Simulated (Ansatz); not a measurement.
bcc K was calculated with PBE0-D3(BJ) (Ansatz, a first-principles code, PAW).

Settings: plane-wave cutoff 460 eV, 10×10×10 k mesh, Fermi–Dirac smearing 0.05 eV, scalar-relativistic PAW data made under PBE.

Computed at the level's own relaxed cell.

Problem. What does this level give for the volume per atom, bulk modulus B0, lattice constant a and pressure derivative B′ of the bulk modulus?

Solution. 
- volume per atom: 70.25 Å³/atom
- bulk modulus B0: 4.08 GPa
- lattice constant a: 5.199 Å
- pressure derivative B′ of the bulk modulus: 3.7

Measured, for comparison: equilibrium volume per atom 70.79 Å³/atom, lattice constant a 5.212 Å (low-temperature or extrapolated to 0 K; zero-point anharmonic expansion removed; as tabulated in Csonka et al. (2009), arXiv:0903.4037); bulk modulus 3.75 GPa (corrected for temperature and zero-point phonon effects; as tabulated in Levämäki et al. (2014), arXiv:1402.3671). Computed (rounded) less measured: equilibrium volume per atom -0.8 %, bulk modulus +9 %, lattice constant a -0.2 %.

The computed numbers hold no vibrational or temperature effects.
